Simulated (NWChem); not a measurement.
# One shape, several levels: C2H5O2 (SMILES [O]CCO)

We compute a comparison of 3 runs (UHF/STO-3G, UHF/3-21G, UB3LYP/6-31G*) of C2H5O2. 

The results are computed with NWChem 7.3.0.

### 1 The system as given

C2H5O2 has 9 atoms, charge 0, and is taken as a doublet. As SMILES, `[O]CCO`. The coordinates come from a GFN2-xTB relaxation. This is one conformer, not always the lowest.

Bond lengths: O1–C2 1.301 Å, C2–C3 1.624 Å, C3–O4 1.367 Å, C2–H5 1.109 Å, C2–H6 1.108 Å, C3–H7 1.095 Å, C3–H8 1.090 Å, O4–H9 0.968 Å. Some angles: O1–C2–C3 108.2°, C2–C3–O4 110.6°, O1–C2–H5 114.5°, O1–C2–H6 114.7°, C3–C2–H5 102.9°, C3–C2–H6 104.0°, C2–C3–H7 105.4°, C2–C3–H8 107.4°, O4–C3–H7 113.5°, O4–C3–H8 108.1°.

### 2 Energy and gradient at UHF/STO-3G (run 1)

Input file nw.xyz:

```xyz
9

O     -1.047150     1.092480    -0.829260
C      0.185170     0.739390    -0.610050
C      0.173790    -0.668190     0.200420
O     -0.355510    -0.499110     1.449740
H      0.763520     0.493690    -1.524220
H      0.752180     1.424200     0.050700
H     -0.398210    -1.359640    -0.426720
H      1.209680    -0.989740     0.311730
H     -1.283470    -0.233090     1.377670
```

Input file run.py:

```python
from ase.io import read
from ase.calculators.nwchem import NWChem

atoms = read('nw.xyz')

calc = NWChem(
    label='nw',
    theory='scf',
    memory='2200 mb',
    basis='STO-3G',
    basispar='spherical bse',
    scf={'nopen': '1', 'uhf': None, 'thresh': '1e-08', 'maxiter': '80', 'print': 'low'},
)
atoms.calc = calc

forces = atoms.get_forces()
print("Total energy (eV):", round(atoms.get_potential_energy(), 6))
print("forces (eV/A):")
for s, f in zip(atoms.symbols, forces):
    print(f"{s:2s} {f[0]:10.5f} {f[1]:10.5f} {f[2]:10.5f}")
```

The run is started by

```
export ASE_NWCHEM_COMMAND="nwchem PREFIX.nwi > PREFIX.nwo"
python run.py
```

Log:

```text
Total energy (eV): -6131.849426
forces (eV/A):
O    -7.42406    2.24581   -1.30447
C     8.06874   -3.85840    1.87305
C    -0.04371    1.69677   -3.15695
O     0.41333   -0.40202    3.70403
H    -0.03749    0.67203    0.25834
H    -0.11719    0.03970   -0.59999
H     0.21155   -0.46424   -0.00041
H     0.05158   -0.23798   -0.13303
H    -1.12280    0.30838   -0.64062
```

The calculator wrote nw.nwi:

```
title "nw"

permanent_dir nw

scratch_dir nw

start nw

geometry units angstrom nocenter noautosym noautoz
  O  -1.0471500000000000e+00 1.0924799999999999e+00 -8.2926000000000000e-01
  C  1.8517000000000000e-01 7.3938999999999999e-01 -6.1004999999999998e-01
  C  1.7379000000000000e-01 -6.6818999999999995e-01 2.0041999999999999e-01
  O  -3.5550999999999999e-01 -4.9911000000000000e-01 1.4497400000000000e+00
  H  7.6351999999999998e-01 4.9369000000000002e-01 -1.5242199999999999e+00
  H  7.5217999999999996e-01 1.4241999999999999e+00 5.0700000000000002e-02
  H  -3.9821000000000001e-01 -1.3596400000000000e+00 -4.2671999999999999e-01
  H  1.2096800000000001e+00 -9.8973999999999995e-01 3.1173000000000001e-01
  H  -1.2834700000000001e+00 -2.3308999999999999e-01 1.3776700000000000e+00
end

memory 2200 mb

basis spherical bse noprint
   * library STO-3G
end

scf
  nopen 1
  uhf
  thresh 1e-08
  maxiter 80
  print low
end

task scf gradient
```

nw.nwo:

```text
Northwest Computational Chemistry Package (NWChem) 7.3.0
             --------------------------------------------------------

           Job information
           ---------------

    nwchem branch   = 7.3.0
    use scalapack   = T
    input           = nw.nwi
    prefix          = nw.
    data base       = nw/nw.db
    status          = startup
    nproc           =        1

           Memory information
           ------------------

    heap     =     72089600 doubles =      550.0 Mbytes
    stack    =     72089597 doubles =      550.0 Mbytes
    global   =    144179200 doubles =     1100.0 Mbytes (distinct from heap & stack)
    total    =    288358397 doubles =     2200.0 Mbytes
    verify   = yes
    hardfail = no

           Directory information
           ---------------------

  0 permanent = nw
  0 scratch   = nw

                                NWChem Input Module
                                -------------------

                                        nw
                                        --

[... 25 lines left out ...]
            Nuclear Dipole moment (a.u.)
[... 64 lines left out ...]
  output vectors  = nw/nw.movecs
  use symmetry    = F
  symmetry adapt  = F

 Forming initial guess at       0.0s

 Starting SCF solution at       0.1s

  ga_iter_lsolve: convergence stagnant ... aborting solve
  ga_iter_lsolve: convergence stagnant ... aborting solve

       Final UHF  results
       ------------------

         Total SCF energy =   -225.341311909502
      One electron energy =   -558.326919985792
      Two electron energy =    207.798694223186
 Nuclear repulsion energy =    125.186913853103

                       Sz =      0.5000
                 Sz(Sz+1) =      0.7500
                      S^2 =      0.7595

        Time for solution =      4.3s

                              NWChem Gradients Module
                              -----------------------

                         UHF ENERGY GRADIENTS

    atom               coordinates                        gradient
                 x          y          z           x          y          z
   1 O      -1.978827   2.064488  -1.567074    0.144375  -0.043674   0.025368
   2 C       0.349921   1.397244  -1.152827   -0.156912   0.075034  -0.036425
   3 C       0.328415  -1.262696   0.378739    0.000850  -0.032997   0.061393
[... 5 lines of this table left out ...]
   9 H      -2.425407  -0.440476   2.603419    0.021835  -0.005997   0.012458

 Task  times  cpu:        4.5s     wall:        4.5s
 Total times  cpu:        4.5s     wall:        4.5s
```

It took 5.7 s on 1 thread of Intel Xeon 6975P-C (Granite Rapids), shared host; peak memory 0.099 GiB.

### 3 Energy and gradient at UHF/3-21G (run 2)

Input file a.nw:

```
start a
title "C2H5O2 hf"
memory 2200 mb

geometry noautosym nocenter noautoz
O     -1.047150     1.092480    -0.829260
C      0.185170     0.739390    -0.610050
C      0.173790    -0.668190     0.200420
O     -0.355510    -0.499110     1.449740
H      0.763520     0.493690    -1.524220
H      0.752180     1.424200     0.050700
H     -0.398210    -1.359640    -0.426720
H      1.209680    -0.989740     0.311730
H     -1.283470    -0.233090     1.377670
end

basis spherical bse
* library 3-21G
end

scf
doublet
uhf
thresh 1e-08
maxiter 80
end

task scf gradient
```

The run is started by

```
nwchem a.nw > a.out
```

Log:

```text
[...]
  functions       =    46
[...]
  wavefunction    = UHF
[...]
         Total SCF energy =   -227.024704999107
      One electron energy =   -558.624534785763
      Two electron energy =    206.412915933552
 Nuclear repulsion energy =    125.186913853104
                       Sz =      0.5000
                 Sz(Sz+1) =      0.7500
                      S^2 =      0.7624
[...]
                         UHF ENERGY GRADIENTS
    atom               coordinates                        gradient
                 x          y          z           x          y          z
   1 O      -1.978827   2.064488  -1.567074    0.093483  -0.026847   0.012376
   2 C       0.349921   1.397244  -1.152827   -0.114664   0.047124  -0.017169
   3 C       0.328415  -1.262696   0.378739   -0.015972  -0.009745   0.048521
   4 O      -0.671816  -0.943181   2.739611    0.023817  -0.003781  -0.038804
   5 H       1.442844   0.932939  -2.880358    0.004626  -0.011329  -0.010250
   6 H       1.421414   2.691348   0.095809    0.008486   0.006700   0.011197
   7 H      -0.752508  -2.569347  -0.806384   -0.007804   0.000023  -0.005134
   8 H       2.285964  -1.870337   0.589084    0.009522  -0.001438   0.004692
   9 H      -2.425407  -0.440476   2.603419   -0.001496  -0.000706  -0.005428
[...]
```

Run time: 6.6 s. Hardware: 1 thread of Intel Xeon 6975P-C (Granite Rapids), shared host; peak memory 0.099 GiB.

### 4 Energy and forces at UB3LYP/6-31G(d) (Cartesian functions) (run 3)

Input file mymol.nw:

```
start mymol
memory stack 880 mb heap 220 mb global 1100 mb
charge 0

geometry units angstrom noautosym nocenter noautoz
  O     -1.047150     1.092480    -0.829260
  C      0.185170     0.739390    -0.610050
  C      0.173790    -0.668190     0.200420
  O     -0.355510    -0.499110     1.449740
  H      0.763520     0.493690    -1.524220
  H      0.752180     1.424200     0.050700
  H     -0.398210    -1.359640    -0.426720
  H      1.209680    -0.989740     0.311730
  H     -1.283470    -0.233090     1.377670
end

basis "ao basis"
  * library 6-31G*
end

dft
  xc b3lyp
  mult 2
  grid xfine
  convergence energy 1e-08
  iterations 100
  mulliken
end

task dft gradient
```

The run is started by

```
nwchem mymol.nw > mymol.out
```

Log:

```text
[...]
          Wavefunction type:  spin polarized.
          No. of atoms     :     9
          No. of electrons :    33
[...]
          Charge           :     0
          Spin multiplicity:     2
[...]
          AO basis - number of functions:    70
[...]
              XC Information
              --------------
                         B3LYP Method XC Potential
                     Hartree-Fock (Exact) Exchange  0.200
                        Slater Exchange Functional  0.800 local
                    Becke 1988 Exchange Functional  0.720 non-local
              Lee-Yang-Parr Correlation Functional  0.810
                  VWN I RPA Correlation Functional  0.190 local
[...]
 d= 0,ls=0.0,diis     1   -229.4064020244 -3.55D+02  1.81D-02  2.98D-01     4.2
[...]
 d= 0,ls=0.0,diis    17   -229.5723200971 -2.86D-09  1.13D-07  1.05D-11    63.3
[...]
         Total DFT energy =     -229.572320097100
      One electron energy =     -560.842010030601
           Coulomb energy =      235.965148059948
    Exchange-Corr. energy =      -29.882371979551
 Nuclear repulsion energy =      125.186913853104
[...]
      Total Density - Mulliken Population Analysis
     ---------------------------------------------
    Atom       Charge   Shell Charges
 -----------   ------   -------------------------------------------------------
    1 O    8     8.35   1.99  0.93  2.81  1.04  1.58 -0.00
    2 C    6     6.02   1.99  0.70  2.07  0.52  0.69  0.06
    3 C    6     6.06   1.99  0.70  2.03  0.55  0.73  0.05
    4 O    8     8.57   1.99  0.90  2.94  0.95  1.75  0.03
    5 H    1     0.89   0.54  0.35
    6 H    1     0.86   0.53  0.33
    7 H    1     0.84   0.54  0.31
    8 H    1     0.83   0.53  0.29
    9 H    1     0.58   0.47  0.11
[...]
      <S2> =      0.7548 (Exact =     0.7500)
[...]
  wavefunction    = open shell
                         DFT ENERGY GRADIENTS
    atom               coordinates                        gradient
                 x          y          z           x          y          z
   1 O      -1.978827   2.064488  -1.567074    0.031283  -0.006315   0.002216
   2 C       0.349921   1.397244  -1.152827   -0.033649   0.010730   0.000055
   3 C       0.328415  -1.262696   0.378739    0.004519  -0.008139   0.012827
   4 O      -0.671816  -0.943181   2.739611    0.003225   0.001921  -0.021673
   5 H       1.442844   0.932939  -2.880358   -0.002871  -0.002016   0.000823
   6 H       1.421414   2.691348   0.095809   -0.000828   0.001042  -0.000058
   7 H      -0.752508  -2.569347  -0.806384   -0.001639   0.003358   0.001450
   8 H       2.285964  -1.870337   0.589084   -0.001595   0.000145   0.001929
   9 H      -2.425407  -0.440476   2.603419    0.001553  -0.000725   0.002433
[...]
```

Run time: 69 s. Hardware: 1 thread of Intel Xeon 6975P-C (Granite Rapids), shared host; peak memory 0.14 GiB.

### 5 Overview of the runs

```csv
run,level,Cartesian functions,iteration cap,energy (Eh),⟨S²⟩,largest force (eV/Å),wall time
1,UHF/STO-3G,no,80,-225.341312,0.759,9.138,5.7 s
2,UHF/3-21G,no,80,-227.024705,0.762,6.436,6.6 s
3,UB3LYP/6-31G* (Cartesian functions),yes,100,-229.572320,0.755,1.816,69 s
```

### 6 What came out

| quantity | value |
| --- | --- |
| run 3: total energy | -229.57232 Eh |
| run 3: dipole moment | 1.38 D |
| run 3: HOMO energy (highest over α and β) | -6.80 eV |
| run 3: LUMO energy (lowest over α and β) | -3.69 eV |
| run 3: ⟨S²⟩ | 0.755 |
| run 3: largest force on an atom | 1.816 eV/Å |

**Reading.** In run 1 the basis is minimal, so the values are rough. All runs together took 82 s, the longest 69 s.
